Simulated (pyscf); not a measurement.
Substitution at Si: SH• (SMILES [SH]) + SiH₄ (SMILES [SiH4]) → H₃Si–SH (SMILES [SiH3]S) + H• (SMILES [H])

Gas phase, doublet surface, charge 0. Bonds broken: Si3–H4. Bonds formed: S1–Si3. Single points on ωB97X-D3(BJ)/def2-SVP structures (PySCF, gas phase). Correlated levels are frozen-core, on RHF or UHF. ΔMP2 is the change of the MP2 total energy from the triple- to the quadruple-zeta basis.

Transition state (Å):

```xyz
7

S     -1.0539     1.1388     1.0460
H     -1.6514     0.1057     1.6689
Si    -0.2802    -0.1031    -0.7294
H     -1.9545    -0.0650    -0.4691
H     -0.0925    -1.5212    -0.3148
H      1.0688     0.5532    -0.7254
H     -0.6787     0.0209    -2.1727
```

One imaginary mode, 356i cm⁻¹; descent along it reached the two sides named.

```csv
bond,change,reactant side (Å),saddle,product side
Si3–H4,breaks,1.490,1.695,3.9
S1–Si3,forms,3.6,2.301,2.144
```

Electronic energies relative to the separated reactants (eV):

```json
[
 {"level": "ωB97X-D3(BJ)/def2-TZVP", "barrier": "0.47", "reaction energy": "+0.10", "reverse barrier": "0.37"},
 {"level": "PBE/def2-TZVP", "barrier": "0.19", "reaction energy": "+0.11", "reverse barrier": "0.08"},
 {"level": "r²SCAN/def2-TZVP", "barrier": "0.29", "reaction energy": "+0.21", "reverse barrier": "0.08"},
 {"level": "B3LYP-D3(BJ)/def2-TZVP", "barrier": "0.51", "reaction energy": "+0.36", "reverse barrier": "0.16"},
 {"level": "PBE0-D3(BJ)/def2-TZVP", "barrier": "0.32", "reaction energy": "+0.11", "reverse barrier": "0.21"},
 {"level": "M06-2X/def2-TZVP", "barrier": "0.56", "reaction energy": "+0.19", "reverse barrier": "0.38"},
 {"level": "ωB97M-D3(BJ)/def2-TZVP", "barrier": "0.59", "reaction energy": "+0.23", "reverse barrier": "0.36"},
 {"level": "HF/def2-TZVP", "barrier": "1.57", "reaction energy": "+0.51", "reverse barrier": "1.06"},
 {"level": "MP2/def2-QZVPP", "barrier": "0.59", "reaction energy": "0.00", "reverse barrier": "0.59"},
 {"level": "CCSD/def2-TZVPP", "barrier": "0.88", "reaction energy": "+0.42", "reverse barrier": "0.45"},
 {"level": "CCSD(T)/def2-TZVPP", "barrier": "0.74", "reaction energy": "+0.33", "reverse barrier": "0.40"},
 {"level": "CCSD(T)/def2-TZVPP + ΔMP2(QZVPP)", "barrier": "0.67", "reaction energy": "+0.28", "reverse barrier": "0.39"}
]
```

With CCSD(T)/def2-TZVPP + ΔMP2(QZVPP) energies and thermal terms (ideal gas, 1 atm, RRHO with modes under 100 cm⁻¹ raised to 100, one conformer, R ln 2 for rigid chiral ones), in eV:

```csv
T (K),ΔH‡,ΔG‡,ΔH,ΔG
298,0.63,0.97,+0.20,+0.23
600,0.64,1.31,+0.24,+0.25
900,0.66,1.65,+0.29,+0.24
1200,0.68,1.97,+0.33,+0.21
```

The same reactants have a lower exit, to H₂S + SiH₃• (barrier +0.23 eV at ωB97M-D3(BJ), against +0.59 eV here). This is the saddle that the search found; another between the same sides may lie lower. The angle at the attacked Si is 62° (front-side attack). The CCSD(T) − MP2 part came from Ansatz, without density fitting, on the same reference. Left out: orbital degeneracy and the spin-orbit lowering of SH.
